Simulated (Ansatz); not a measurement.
**A cut through the energy surface**

CH$_{5}$NSi (SMILES C[Si]N), singlet, at its PBE0-D4/def2-TZVP minimum:

C1  (-0.660, 0.825, -0.552)
Si2  (0.964, 0.654, 0.428)
N3  (0.932, -1.034, 0.691)
H4  (-1.026, -0.102, -1.004)
H5  (-0.562, 1.583, -1.334)
H6  (-1.431, 1.195, 0.136)
H7  (1.651, -1.502, 1.220)
H8  (0.225, -1.676, 0.360)
(Å)

The dihedral angle C1–Si2–N3–H7 (-178.3° at the minimum) is set to the values below, the two halves turning rigidly about the central bond. Each method's energies count from its own value at the PBE0-D4 minimum structure. Computed with Ansatz 0.2.0 (basis: def2-TZVPP); correlated methods freeze the cores. B3LYP uses VWN-RPA correlation.

CCSD(T) energies along the scan:
| dihedral angle (°) | CCSD(T) (kcal/mol) |
| --- | --- |
| -158.7 | 2.201 |
| -132.9 | 10.997 |
| -107.2 | 22.135 |
| -81.5 | 25.432 |
| -55.8 | 16.616 |
| -30.1 | 5.941 |
| -4.4 | 0.451 |
They count from the CCSD(T) energy at the PBE0-D4 minimum.

Largest difference from the CCSD(T) curve over the scan: PBE-D4 0.590; PBE0-D4 0.211; B3LYP-D4 0.356 kcal/mol. Each curve counts from its own value at the minimum.

No T1 diagnostic of these runs exceeds 0.015. The restricted Hartree–Fock reference is unstable towards an unrestricted one here.

For scale, one of the runs: CCSD(T)/def2-TZVPP, 174 basis functions (an equivalent command: `ansatz run in.yaml --threads 2`). The run took 27 s on 2 CPU threads (shared host), with 1.5 GiB of host memory at its peak.
